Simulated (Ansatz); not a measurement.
A nudged elastic band was laid between two geometries of C2H3F2N (8 atoms, charge 0, multiplicity 1).

Theory: RKS PBE/STO-3G (Ansatz).

* movable images: 7
* climbing image: yes
* spring: 5.0 eV/Å²
* optimiser: quadratic models (default)
* start path: through a guess of the saddle point
* force threshold: 0.05 eV/Å
* iteration limit: 60
* end points: relaxed

First end point:

```xyz
8
Properties=species:S:1:pos:R:3
N -1.300 0.905 0.292
C -0.132 0.551 -0.223
C 0.459 -0.857 0.182
F 0.638 -1.652 -0.974
F 1.714 -0.687 0.813
H -1.508 1.893 -0.116
H 0.498 1.149 -0.926
H -0.276 -1.359 0.896
```

Last end point:

```xyz
8
Properties=species:S:1:pos:R:3
N -0.746 1.101 -0.146
C 0.437 0.654 -0.639
C 0.623 -0.804 0.049
F 0.738 -1.769 -0.978
F 1.817 -0.782 0.807
H -1.118 2.047 -0.433
H -1.411 0.605 0.540
H -0.248 -1.109 0.745
```

Problem. What changes between the two ends?

Solution. Bonds broken: C2–H7. Bonds formed: N1–H7.

Problem. Give the energies along the band, and the barrier.

Solution. It converged. The highest image is number 4 of 0 to 8, 420.2 kJ/mol above the first end and 233.3 kJ/mol above the last; the last end lies 186.9 kJ/mol above the first. Neighbouring images differ by up to 2.9 eV, so the band resolves the path poorly. A vibrational analysis at the climbing image gives one clearly imaginary mode, 1627i cm⁻¹: a first-order saddle point. The orbitals stay closed-shell, which can raise the energy where a bond breaks towards radicals; this wasn't checked here. Limits of this set-up: minimal basis.

| image | path coordinate (Å) | energy (kJ/mol) | C2–H7 (Å) | N1–H7 (Å) |
| --- | --- | --- | --- | --- |
| 0 | 0.00 | 0.0 | 1.12 | 2.19 |
| 1 | 0.62 | 2.9 | 1.12 | 2.19 |
| 2 | 1.24 | 9.2 | 1.12 | 2.18 |
| 3 | 1.85 | 137.1 | 1.10 | 1.89 |
| 4 | 2.47 | 420.2 | 1.31 | 1.35 |
| 5 | 3.11 | 289.0 | 1.87 | 1.08 |
| 6 | 3.75 | 242.5 | 2.13 | 1.05 |
| 7 | 4.39 | 197.0 | 2.20 | 1.07 |
| 8 | 5.03 | 186.9 | 2.19 | 1.08 |

Problem. What is the geometry of the highest image?

Solution. 
```xyz
8
Properties=species:S:1:pos:R:3:forces:R:3
N -1.197 0.798 0.111 0.03 0.01 0.00
C 0.155 0.511 -0.436 -0.05 0.03 0.02
C 0.618 -0.823 0.231 -0.01 0.00 0.01
F 0.207 -1.268 -1.129 -0.01 0.00 -0.02
F 1.965 -1.053 0.441 0.03 -0.01 0.01
H -1.529 1.580 -0.584 0.00 0.00 0.00
H -0.097 1.560 0.314 0.00 -0.03 -0.02
H -0.028 -1.363 0.997 0.00 0.00 0.00
```

The run took 4.5 min on 1 thread of Intel(R) Xeon(R) Processor @ 2.70GHz, on a shared host, peak memory 0.099 GiB.
